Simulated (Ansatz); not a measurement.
# Cr–CH2⁺, octet in def2-SVP: errors against UCCSDT(Q)

Geometry: that of the Cr–CH2⁺, sextet, kept fixed.

```xyz
4

Cr    0.0000    0.0000    0.4427
C     0.0000    0.0000   -1.5507
H     0.0000    0.8969   -2.1783
H     0.0000   -0.8969   -2.1783
```

Basis def2-SVP; Ansatz 0.2.0. Only valence electrons are correlated (noble-gas cores frozen), which leaves 11 electrons in 45 orbitals. R marks a restricted (for open shells ROHF) determinant, U an unrestricted one. Active spaces: frontier = (11e, 11o) about the gap. No spin–orbit coupling is included, and no scalar relativity. The metal's outer-core shells are frozen, which leaves out core–valence correlation.

Full CI isn't at hand for all of this; UCCSDT(Q) serves as the reference, and is uncertain by about the last step of the cluster series. The frozen core follows each run's orbitals, which can shift R against U totals by a few meV for light atoms and by up to 0.1 eV past Ca.

* UHF ⟨S²⟩: 15.760
* T1 diagnostic (RCCSD): 0.0182
* largest doubles amplitude (RCCSD): 0.034
* T1 diagnostic (UCCSD): 0.0156

| level | E − E(RHF) (eV) |
| --- | --- |
| UHF | -0.1028 |
| UMP2 | -4.1600 |
| UCCSD | -4.8373 |
| UCCSD(T) | -4.9350 |

(1) Estimate how far UCCSDT(Q) in def2-SVP lies from UCCSD(T). The table doesn't fix it; the size of (T) and the diagnostics are the guide.

(1) UCCSDT(Q) in def2-SVP lies 0.68 mEh below UCCSD(T), which is 19 % of the (T) step (-3.59 mEh). The diagnostics are small and one determinant leads, so the series closes fast and only a small part of (T) is left.

The other levels:

```tsv
level	E − E(UCCSDT(Q)) (mEh)	share of correlation (%)	wall time
UCCSDT	0.03	99.99	–
```

The correlation energy at UCCSDT(Q), counted from RHF, is -4.953 eV. That run took 38 s on 1 thread of Arm Neoverse V2, shared host.

Run but not shown, since their state or frozen core can't be matched to the reference's or they repeat it: RHF, RMP2, CISD, RCCSD, RCCSD(T), RCCSDT, RCCSDT(Q), CASSCF (frontier space), NEVPT2 (frontier space), MRCISD (frontier space), MRCISD+Q (frontier space).

Times hold each run's SCF and search for its determinant on a shared host, so for small cases they say little of a method's own cost; they ran on 1 thread of Arm Neoverse V2.
